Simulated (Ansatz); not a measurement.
Relaxation of C₂HFS (5 atoms, charge 0, multiplicity 1), to a largest force component of 0.02 eV/Å in at most 40 steps.

Method: UKS B3LYP-D4/def2-SVP in Ansatz.

```xyz
5
Properties=species:S:1:pos:R:3
F 0.194 -0.051 1.717
C 0.380 0.222 0.400
C -0.422 -0.222 -0.547
S -1.381 -0.828 -1.849
H 1.279 0.806 0.237
```

**Question.** Where does it end, and by what steps?

**Answer.** The run converged. After 8 steps the energy has fallen by 0.523 eV; S4 moved furthest, 0.14 Å.

```
step  energy less start (eV)  largest force component (eV/Å)  accepted
   0                  0.0000                           4.006       yes
   1                 -0.1609                           2.628       yes
   2                 -0.4227                           2.135       yes
   3                 -0.1897                           4.117        no
   4                 -0.5023                           0.620       yes
   5                 -0.5205                           0.181       yes
   6                 -0.5229                           0.157       yes
   7                 -0.5232                           0.089       yes
   8                 -0.5233                           0.006       yes
```

```xyz
5
Properties=species:S:1:pos:R:3
F 0.146 -0.060 1.691
C 0.374 0.198 0.392
C -0.412 -0.253 -0.571
S -1.315 -0.766 -1.740
H 1.258 0.808 0.187
```

The run took 30 s on 1 thread of Arm Neoverse V1, with other jobs on the host, peak memory 0.15 GiB.
